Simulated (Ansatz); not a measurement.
# C2H3FO (SMILES CC(=O)F): a chain of runs

Wanted: a series of 18 runs (HF/STO-3G, UHF/STO-3G, HF/3-21G, UHF/3-21G, HF/6-31G*, UHF/6-31G*, B3LYP/6-31G*, PBE/def2-SVP, and more) of C2H3FO. 

The calculation is run with Ansatz 0.2.0.

**1. The molecule**

C2H3FO has 7 atoms, charge 0, and is taken as a singlet. SMILES: `CC(=O)F`. The coordinates come from a PBE0-D4/def2-TZVP relaxation. The run starts from this shape.

Bond lengths: C1–C2 1.488 Å, C2–O3 1.179 Å, C2–F4 1.351 Å, C1–H5 1.087 Å, C1–H6 1.092 Å, C1–H7 1.092 Å. Angles: C1–C2–O3 129.2°, C1–C2–F4 110.5°, O3–C2–F4 120.2°, C2–C1–H5 109.9°, C2–C1–H6 109.4°, C2–C1–H7 109.4°, H5–C1–H6 110.4°, H5–C1–H7 110.4°, H6–C1–H7 107.3°.

**2. A structure relaxation at HF/STO-3G (run 1)**

Input file job.yaml:

```yaml
crystal:
  periodic: [false, false, false]
  atoms:
    - symbol: C
      position_ang: [0.485310, 0.015050, 0.443640]
    - symbol: C
      position_ang: [-0.694890, -0.034350, -0.460580]
    - symbol: O
      position_ang: [-1.835410, -0.165690, -0.191770]
    - symbol: F
      position_ang: [-0.310690, 0.097630, -1.749400]
    - symbol: H
      position_ang: [0.165320, -0.091900, 1.476660]
    - symbol: H
      position_ang: [1.180650, -0.783140, 0.176830]
    - symbol: H
      position_ang: [1.009710, 0.962410, 0.304610]
basis:
  gaussian:
    orbitals: STO-3G
output:
  orbitals: {seedname: orbitals}
hamiltonian:
  xc: hf
relax:
  f_tol: 0.002
```

Run with:

```
$ ansatz run job.yaml --threads 1 --pin off --max-ram 3480MiB --events-out events.jsonl --progress --plain --runs-dir runs
```

Log, cut to the lines that bear on the results:

```text
Warning: RAYON_NUM_THREADS=1 ignored (pool sized by the plan → 1); use --threads N
[...]
Functional definition: HF
  name "HF"
[...]
351 factors; integrals over basis functions are off by at most 1.0e-5 eV
[...]
mean field -6759.82244736 eV, -248.4188929683 hartree, gradient 7.9e-5 eV, S^2 0.000000; 0 other end points of the search recorded, 0 dependent functions left out
[...]
reference -6759.82244736 eV, -248.4188929683 hartree; 16, 16 occupied and 7, 7 virtual orbitals, 351 factors
relax step   1: F+E_penalty+E_count = -6759.82244736 eV  Δ(F+E_penalty+E_count) = +0.000e0 eV  max|allowed force component| = 3.902e0 eV/Å  Δτ_max = 0.0000 Å  (24 SCF iters, accepted)
[...]
relax step   5: F+E_penalty+E_count = -6759.96126803 eV  Δ(F+E_penalty+E_count) = +7.836e-5 eV  max|allowed force component| = 6.691e-2 eV/Å  Δτ_max = 0.0037 Å  (29 SCF iters, rejected (line search))
[...]
relax step   6: F+E_penalty+E_count = -6759.96138797 eV  Δ(F+E_penalty+E_count) = -4.158e-5 eV  max|allowed force component| = 1.966e-3 eV/Å  Δτ_max = 0.0015 Å  (30 SCF iters, accepted)
351 factors; integrals over basis functions are off by at most 9.6e-6 eV
mean field -6759.96138797 eV, -248.4239989414 hartree, gradient 1.6e-5 eV, S^2 0.000000; 1 other end points of the search recorded, 0 dependent functions left out
[...]
reference -6759.96138797 eV, -248.4239989414 hartree; 16, 16 occupied and 7, 7 virtual orbitals, 351 factors
Total energy: -6759.96138797 eV, -248.4239989414 hartree
Atom 0 at     0.511122     0.016889     0.453279 Å, force     0.000640    -0.000072    -0.000301 eV/Å
Atom 1 at    -0.700221    -0.032104    -0.498070 Å, force     0.001672     0.000045     0.001966 eV/Å
Atom 2 at    -1.863194    -0.168929    -0.184254 Å, force    -0.000806    -0.000046     0.000125 eV/Å
Atom 3 at    -0.352101     0.097394    -1.802621 Å, force    -0.000056     0.000173    -0.001814 eV/Å
Atom 4 at     0.171884    -0.091394     1.477972 Å, force    -0.000280    -0.000022    -0.000052 eV/Å
Atom 5 at     1.202016    -0.786614     0.212695 Å, force    -0.000607     0.001015     0.000205 eV/Å
Atom 6 at     1.030494     0.964768     0.340989 Å, force    -0.000563    -0.001093    -0.000129 eV/Å
Dipole moment:     0.383357     0.026195     0.155015 e Å
```

It took 3.6 s on 1 thread of Arm Neoverse V1, shared host; peak memory 0.1 GiB.

Step by step:

| step | energy from the first frame kept (eV) | largest force (eV/Å) |
| --- | --- | --- |
| 1 | 0.0000 | 4.0806 |
| 2 | -0.1327 | 0.5832 |
| 3 | -0.1381 | 0.1790 |
| 4 | -0.1389 | 0.0414 |
| 5 | -0.1388 | 0.0686 |
| 6 | -0.1389 | 0.0026 |

After the run. Bond lengths: C1–C2 1.541 Å, C2–O3 1.212 Å, C2–F4 1.356 Å, C1–H5 1.085 Å, C1–H6 1.087 Å, C1–H7 1.087 Å. Angles: C1–C2–O3 126.7°, C1–C2–F4 112.9°, O3–C2–F4 120.4°, C2–C1–H5 109.5°, C2–C1–H6 109.9°, C2–C1–H7 109.9°, H5–C1–H6 109.5°, H5–C1–H7 109.5°, H6–C1–H7 108.6°.

**3. Vibrational wavenumbers at HF/STO-3G (run 2)**

Input file job.yaml:

```yaml
crystal:
  periodic: [false, false, false]
  atoms:
    - {symbol: C, position_ang: [0.511122, 0.016889, 0.453279]}
    - {symbol: C, position_ang: [-0.700221, -0.032104, -0.498070]}
    - {symbol: O, position_ang: [-1.863194, -0.168929, -0.184254]}
    - {symbol: F, position_ang: [-0.352101, 0.097394, -1.802621]}
    - {symbol: H, position_ang: [0.171884, -0.091394, 1.477972]}
    - {symbol: H, position_ang: [1.202016, -0.786614, 0.212695]}
    - {symbol: H, position_ang: [1.030494, 0.964768, 0.340989]}
basis:
  gaussian: {orbitals: STO-3G}
magnetization: {spin_polarized: false}
hamiltonian: {xc: hf}
phonons: {temperatures: {t_min: 298.15, t_max: 298.15, t_step: 1}}
```

Run with:

```
$ ansatz run job.yaml --threads 1 --pin off --max-ram 3480MiB --events-out events.jsonl --progress --plain --runs-dir runs
```

Log, cut to the lines that bear on the results:

```text
Warning: RAYON_NUM_THREADS=1 ignored (pool sized by the plan → 1); use --threads N
[... 2 set-up lines as earlier in the session ...]
[...]
350 factors; integrals over basis functions are off by at most 9.1e-6 eV
[...]
mean field -6759.96137521 eV, -248.4239984727 hartree, gradient 6.9e-5 eV, S^2 0.000000; 0 other end points of the search recorded, 0 dependent functions left out
[...]
reference -6759.96137521 eV, -248.4239984727 hartree; 16, 16 occupied and 7, 7 virtual orbitals, 350 factors
[...]
350 factors; integrals over basis functions are off by at most 9.1e-6 eV
[...]
mean field -6759.96114923 eV, -248.4239901679 hartree, gradient 1.3e-6 eV, S^2 0.000000; 0 other end points of the search recorded, 0 dependent functions left out
[...]
reference -6759.96114923 eV, -248.4239901679 hartree; 16, 16 occupied and 7, 7 virtual orbitals, 350 factors
[...]
350 factors; integrals over basis functions are off by at most 9.1e-6 eV
[...]
reference -6759.96135391 eV, -248.4239976898 hartree; 16, 16 occupied and 7, 7 virtual orbitals, 350 factors
Total energy: -6759.96137521 eV, -248.4239984727 hartree
Atom 0 at     0.511122     0.016889     0.453279 Å, force     0.000688    -0.000105    -0.000282 eV/Å
Atom 1 at    -0.700221    -0.032104    -0.498070 Å, force     0.001675     0.000042     0.001942 eV/Å
Atom 2 at    -1.863194    -0.168929    -0.184254 Å, force    -0.000804    -0.000043     0.000133 eV/Å
Atom 3 at    -0.352101     0.097394    -1.802621 Å, force    -0.000078     0.000174    -0.001841 eV/Å
Atom 4 at     0.171884    -0.091394     1.477972 Å, force    -0.000290    -0.000018    -0.000037 eV/Å
Atom 5 at     1.202016    -0.786614     0.212695 Å, force    -0.000627     0.001044     0.000211 eV/Å
Atom 6 at     1.030494     0.964768     0.340989 Å, force    -0.000564    -0.001093    -0.000125 eV/Å
Dipole moment:     0.383358     0.026195     0.155016 e Å
Vibrations: 111.94 419.00 594.72 612.22 975.50 1180.87 1224.12 1512.44 1696.09 1791.82 1794.66 2144.91 3572.53 3747.89 3769.95 cm⁻¹, zero-point energy 1.559018 eV
```

Wall time 11 s (1 thread of Arm Neoverse V1, shared host).

Runs 3 to 15 aren't shown in full; the table further down has their settings and results.

**4. The harmonic vibrations at PBE/def2-SVP (run 16)**

Input file input.yaml:

```yaml
crystal:
  periodic: [false, false, false]
  atoms:
    - {symbol: C, position_ang: [0.486308, 0.014958, 0.446379]}
    - {symbol: C, position_ang: [-0.704202, -0.034841, -0.466089]}
    - {symbol: O, position_ang: [-1.859405, -0.168019, -0.191426]}
    - {symbol: F, position_ang: [-0.310200, 0.099106, -1.770034]}
    - {symbol: H, position_ang: [0.166345, -0.093292, 1.496901]}
    - {symbol: H, position_ang: [1.197054, -0.791984, 0.177473]}
    - {symbol: H, position_ang: [1.024101, 0.974083, 0.306786]}
basis:
  gaussian:
    orbitals: def2-SVP
hamiltonian:
  xc: {name: PBE}
phonons:
  temperatures: {t_min: 298.15, t_max: 298.15, t_step: 1}
```

Run with:

```
$ ansatz run input.yaml --threads 1 --pin off --max-ram 3480MiB --events-out events.jsonl --progress --plain --runs-dir runs
```

Log, cut to the lines that bear on the results:

```text
Warning: RAYON_NUM_THREADS=1 ignored (pool sized by the plan → 1); use --threads N
Functional definition: PBE
  name "PBE"
[...]
781 factors; their error is unknown
[...]
mean field -6874.55133301 eV, -252.6351017500 hartree, gradient 4.1e-5 eV, S^2 0.000000; 0 other end points of the search recorded, 0 dependent functions left out
[...]
reference -6874.55135530 eV, -252.6351025690 hartree; 16, 16 occupied and 55, 55 virtual orbitals, 781 factors
[...]
781 factors; their error is unknown
mean field -6874.55117942 eV, -252.6350961054 hartree, gradient 1.4e-6 eV, S^2 0.000000; 0 other end points of the search recorded, 0 dependent functions left out
[...]
reference -6874.55120170 eV, -252.6350969244 hartree; 16, 16 occupied and 55, 55 virtual orbitals, 781 factors
[...]
781 factors; their error is unknown
[...]
reference -6874.55134199 eV, -252.6351020797 hartree; 16, 16 occupied and 55, 55 virtual orbitals, 781 factors
Total energy: -6874.55135530 eV, -252.6351025690 hartree
Atom 0 at     0.486308     0.014958     0.446379 Å, force    -0.000612    -0.000119    -0.000150 eV/Å
Atom 1 at    -0.704202    -0.034841    -0.466089 Å, force    -0.000240     0.000079    -0.000769 eV/Å
Atom 2 at    -1.859405    -0.168019    -0.191426 Å, force     0.000204    -0.000023     0.000551 eV/Å
Atom 3 at    -0.310200     0.099106    -1.770034 Å, force     0.000448     0.000023     0.000497 eV/Å
Atom 4 at     0.166345    -0.093292     1.496901 Å, force    -0.000057    -0.000006     0.000186 eV/Å
Atom 5 at     1.197054    -0.791984     0.177473 Å, force     0.000175    -0.000064    -0.000129 eV/Å
Atom 6 at     1.024101     0.974083     0.306786 Å, force     0.000083     0.000110    -0.000184 eV/Å
Dipole moment:     0.506723     0.031673     0.245203 e Å
Vibrations: 125.02 402.42 547.21 589.43 832.58 961.03 1010.70 1178.44 1326.86 1385.17 1394.52 1894.30 2994.60 3078.35 3129.00 cm⁻¹, zero-point energy 1.292512 eV
```

It took 41 s on 1 thread of Arm Neoverse V1, shared host; peak memory 0.097 GiB.

Run 17 isn't shown in full; the table further down has it.

**5. Vibrational wavenumbers at MP2/6-31G(d) (Cartesian functions) (run 18)**

Input file molecule.yaml:

```yaml
crystal:
  periodic: [false, false, false]
  atoms:
    - symbol: C
      position_ang: [0.490951, 0.015482, 0.445350]
    - symbol: C
      position_ang: [-0.697914, -0.034640, -0.460379]
    - symbol: O
      position_ang: [-1.856657, -0.168207, -0.185119]
    - symbol: F
      position_ang: [-0.301212, 0.099572, -1.764295]
    - symbol: H
      position_ang: [0.168538, -0.091825, 1.479378]
    - symbol: H
      position_ang: [1.183894, -0.785561, 0.178417]
    - symbol: H
      position_ang: [1.012401, 0.965189, 0.306639]
basis:
  gaussian:
    orbitals: "6-31G*"
correlation:
  method: mp2
phonons:
  temperatures:
    t_min: 298.15
    t_max: 298.15
    t_step: 1
```

Run with:

```
$ ansatz run molecule.yaml --threads 1 --pin off --max-ram 3480MiB --events-out events.jsonl --progress --plain --runs-dir runs
```

Log, cut to the lines that bear on the results:

```text
Warning: RAYON_NUM_THREADS=1 ignored (pool sized by the plan → 1); use --threads N
[... 2 set-up lines as earlier in the session ...]
[...]
701 factors; integrals over basis functions are off by at most 4.0e-4 eV
[...]
mean field -6851.68391875 eV, -251.7947397760 hartree, gradient 1.2e-6 eV, S^2 0.000000; 0 other end points of the search recorded, 0 dependent functions left out
4 core orbitals not correlated: weight in the atoms' cores, before any rotation towards them, 1.000 or more for the frozen orbitals, at most 0.000 for the correlated occupied ones
reference -6851.68391875 eV, -251.7947397760 hartree; 12, 12 occupied and 50, 50 virtual orbitals, 701 factors
second order -16.43324738 eV of doubles, -0.00000000 eV of singles
[...]
701 factors; integrals over basis functions are off by at most 4.0e-4 eV
[...]
second order -16.43333852 eV of doubles, -0.00000000 eV of singles
[...]
Total energy: -6868.11716613 eV, -252.3986504784 hartree
Atom 0 at     0.490951     0.015482     0.445350 Å, force    -0.000577    -0.000110     0.000492 eV/Å
Atom 1 at    -0.697914    -0.034640    -0.460379 Å, force     0.000977     0.000001     0.000226 eV/Å
Atom 2 at    -1.856657    -0.168207    -0.185119 Å, force    -0.000711    -0.000036    -0.000095 eV/Å
Atom 3 at    -0.301212     0.099572    -1.764295 Å, force    -0.000135     0.000032    -0.000037 eV/Å
Atom 4 at     0.168538    -0.091825     1.479378 Å, force     0.000091     0.000044    -0.000275 eV/Å
Atom 5 at     1.183894    -0.785561     0.178417 Å, force     0.000183    -0.000026    -0.000145 eV/Å
Atom 6 at     1.012401     0.965189     0.306639 Å, force     0.000172     0.000096    -0.000166 eV/Å
Dipole moment:     0.512105     0.030682     0.265940 e Å
Vibrations: 143.60 415.92 570.86 597.39 861.07 1045.09 1103.78 1259.33 1461.52 1534.36 1536.64 1918.22 3132.89 3218.77 3258.61 cm⁻¹, zero-point energy 1.367424 eV
Checks for a lower state left out: cluster_reference
```

Run time: 56 s. Hardware: 1 thread of Arm Neoverse V1, shared host; peak memory 0.13 GiB.

**6. All runs side by side**

| run | level | task | walk f tol | partner | energy (Eh) | dipole moment (D) | wall time |
| --- | --- | --- | --- | --- | --- | --- | --- |
| 1 | HF/STO-3G | optimise | 0.002 | base | -248.423999 | 1.99 | 3.6 s |
| 2 | HF/STO-3G | frequencies | – | base | -248.423998 | 1.99 | 11 s |
| 3 | UHF/STO-3G | energy | – | cation | -248.156569 | – | 0.2 s |
| 4 | UHF/STO-3G | optimise | – | cation | -248.179058 | – | 4.5 s |
| 5 | HF/3-21G | optimise | 0.002 | base | -250.406578 | 3.30 | 4.2 s |
| 6 | HF/3-21G | frequencies | – | base | -250.406578 | 3.30 | 11 s |
| 7 | UHF/3-21G | energy | – | cation | -250.024633 | – | 0.45 s |
| 8 | UHF/3-21G | optimise | – | cation | -250.041920 | – | 5.7 s |
| 9 | HF/6-31G* (Cartesian functions) | optimise | 0.002 | base | -251.798464 | 3.09 | 9 s |
| 10 | HF/6-31G* (Cartesian functions) | frequencies | – | base | -251.798463 | 3.09 | 27 s |
| 11 | UHF/6-31G* (Cartesian functions) | energy | – | cation | -251.418266 | – | 0.96 s |
| 12 | UHF/6-31G* (Cartesian functions) | optimise | – | cation | -251.437139 | – | 10 s |
| 13 | B3LYP/6-31G* (Cartesian functions) | optimise | 0.002 | base | -253.092220 | 2.80 | 16 s |
| 14 | B3LYP/6-31G* (Cartesian functions) | frequencies | – | base | -253.092220 | 2.80 | 56 s |
| 15 | PBE/def2-SVP | optimise | 0.002 | base | -252.635103 | 2.71 | 13 s |
| 16 | PBE/def2-SVP | frequencies | – | base | -252.635103 | 2.71 | 41 s |
| 17 | MP2/6-31G* (Cartesian functions) | optimise | 0.002 | base | -252.398650 | 2.78 | 13 s |
| 18 | MP2/6-31G* (Cartesian functions) | frequencies | – | base | -252.398650 | 2.78 | 56 s |

**7. What came out**

| quantity | value |
| --- | --- |
| run 18, MP2/6-31G*: total energy | -252.39865 Eh |
| run 18, MP2/6-31G*: dipole moment (correlated density) | 2.78 D |
| run 18, MP2/6-31G*: correlation energy (4 core orbitals frozen) | -603.9 mEh |
| run 18, MP2/6-31G*: largest force on an atom | 0.001 eV/Å |
| run 18, MP2/6-31G*: lowest harmonic wavenumber | 144 cm⁻¹ |
| run 18, MP2/6-31G*: highest harmonic wavenumber | 3259 cm⁻¹ |
| run 18, MP2/6-31G*: zero-point energy | 131.9 kJ/mol |
| vertical ionisation energy (to the doublet cation), HF/STO-3G | 7.277 eV |
| vertical ionisation energy (to the doublet cation), HF/3-21G | 10.393 eV |
| vertical ionisation energy (to the doublet cation), HF/6-31G* | 10.346 eV |
| adiabatic ionisation energy (to the doublet cation, no zero-point term), HF/STO-3G | 6.665 eV |
| adiabatic ionisation energy (to the doublet cation, no zero-point term), HF/3-21G | 9.923 eV |
| adiabatic ionisation energy (to the doublet cation, no zero-point term), HF/6-31G* | 9.832 eV |

What this shows: At HF/STO-3G: removing an electron at fixed nuclei costs 7.28 eV (702 kJ/mol). In a minimal basis such a difference can be off by several eV, whatever the method. At HF/3-21G: the vertical ionisation energy comes to 10.39 eV (1003 kJ/mol). At HF/6-31G*: the vertical ionisation energy comes to 10.35 eV (998 kJ/mol). At HF/STO-3G: the adiabatic ionisation energy (to the doublet cation, no zero-point term) is 6.67 eV (643 kJ/mol). At HF/3-21G: the adiabatic ionisation energy (to the doublet cation, no zero-point term) is 9.92 eV (229 kcal/mol). Totals of different functionals can't be ranked against each other. In runs 1, 2, 3, 4 the basis is minimal, so the values are rough. All runs together took 4.7 min, the longest 56 s.
